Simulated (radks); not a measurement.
# P³⁻ held by a Watson sphere

The task here is to estimate one member of a computed series from the others.

Method: scalar-relativistic Kohn-Sham, r2SCAN, spin-unpolarised, spherical densities, finite nucleus. Code: radks (a radial shooting solver on a logarithmic mesh, Libxc functionals) version 1.

**What is computed**

- element: phosphorus (Z = 15)
- charge: -3
- electrons: 18
- configuration: [Ar]
- nuclear rms radius: 3.1889 fm

Outer shells as boxes (Hund's rule):

P³⁻
```
[Ne] core
3s [↑↓]
3p [↑↓][↑↓][↑↓]
```

The first run:

Settings of this run:

```text
Z 15
configuration [Ar]
relativity scalar-relativistic
functional r2scan,r2scan
spin unpolarised
nucleus finite rms 3.1889 fm
c 137.035999084
watson charge 3 radius 1.93 bohr
```

Among the steps run: R = 1.93 bohr; R = 1.96 bohr; R = 2.05 bohr; R = 2.12 bohr; R = 3.95 bohr; R = 4.14 bohr; R = 4.15 bohr; R = 4.46 bohr; R = 4.61 bohr.

One of the session's tables, all rows but one given; the rest of the session is left out.

```
R (bohr)  highest level (eV)  its <r> (bohr)  sum of <r²> (bohr²)
    1.93              -8.621           2.201                44.61
    1.96              -8.559           2.214                45.06
    2.05              -8.369           2.251                46.40
    2.12              -8.218           2.279                47.47
    3.95              -4.624           2.988                78.05
    4.14              -4.354           3.057                81.53
    4.15                   ?               ?                    ?
    4.46              -3.945           3.173                87.60
    4.61              -3.772           3.226                90.54
```

Estimate the missing values for R (bohr) = 4.15.

Worked estimate for «highest level (eV)». A straight line through the neighbours (4.14, -4.354) and (4.46, -3.945) gives -4.354 + (-3.945 + 4.354) × (4.15 − 4.14) / (4.46 − 4.14) = -4.341; a parabola fitted to 4 rows on both sides gives -4.341.

The run gave: highest level (eV): -4.340; its <r> (bohr): 3.061; sum of <r²> (bohr²): 81.72. In «highest level (eV)» the line misses by -0.001 and the parabola by -0.001.

What this shows: From R = 1.93 to 4.61 bohr the top level moves from -8.621 to -3.772 eV and its mean radius from 2.20 to 3.23 bohr. A wider sphere makes a shallower well, so the ion swells.
